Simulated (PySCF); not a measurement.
# Calculated properties of `[H][Al]([H])[CH]=C` (AlH2(vinyl))

Compound: AlH2(vinyl), C₂H₅Al.
Bonds: Al1–C4, C4–C5. Hydrogens: H2, H3 on Al1; H6 on C4; H7, H8 on C5.

PBE0-D3(BJ)/def2-SVP geometry optimisation, gas phase (PySCF):

```yaml
Point_group: Cs
Rotational_constants_A_B_C: 37.802, 5.318, 4.662 GHz
```

**CAM-B3LYP/def2-SVPD ground state and vertical TDDFT (core frozen in the response) (PySCF)**

```yaml
Dipole_moment: 0.82 D
HOMO_energy: -9.43 eV
LUMO_energy: -0.70 eV
HOMO–LUMO_gap: 8.73 eV
Lowest_singlet_excitation: 5.04 eV (246 nm, f = 0.001)
Strongest_line_among_the_15_lowest_singlet_transitions: S3 at 5.95 eV (208 nm, f = 0.185)
Lowest_triplet_excitation_Tamm–Dancoff: 3.92 eV
Static_isotropic_polarisability: 54.5 au
Electronic_spatial_extent_⟨r²⟩_about_the_centre_of_nuclear_charge: 301 bohr²
```

B3LYP/pcSseg-1 (pcSseg-2 on Al) ground state and GIAO shieldings, non-relativistic (PySCF):

```yaml
13C_chemical_shifts_computed_TMS_as_zero_by_class: 156.5 (C5), 154.9 (C4) ppm
1H_chemical_shifts_computed_TMS_as_zero_by_class: 6.96 (H8), 6.83 (H6), 6.50 (H7), 5.13 (H2/H3) ppm
Isotropic_shieldings_of_nuclei_other_than_C_and_H_by_class: 290 (Al1) ppm
```

**delta-SCF UKS SCAN, pcX-2 on the ionised atom, pcseg-1 elsewhere, spin-free X2C (PySCF)**

```yaml
Core_binding_energies: C1s 289.8 (C4), C1s 290.7 (C5), Al1s 1566.8 (Al1) eV
```

Monoisotopic mass (most abundant isotopes): 56.0207 u.

No computed singlet falls in the visible range (750 to 380 nm, 1.65 to 3.26 eV); S1 lies 1.78 eV above its blue end. The largest Löwdin shares of the HOMO are 0.41 on C4, 0.40 on C5, 0.06 on Al1 and 0.04 on H6. The vertical singlet–triplet gap S1 − T1 is 1.12 eV (TDDFT singlet less Tamm–Dancoff triplet; S1: HOMO−1→LUMO, weight 0.97; T1: HOMO→LUMO, weight 0.68). The principal polarisabilities are 40.8, 52.8 and 70.0 au; their mean is the isotropic value. The 15 singlets span 5.04 to 8.66 eV, and their oscillator strengths add up to 0.74.

 NMR classes are plain means over equivalent atoms (diastereotopic ones count apart unless rotation or inversion swaps them), as if these changed places fast; in this geometry the members of some classes differ.

One conformer stands for the species.
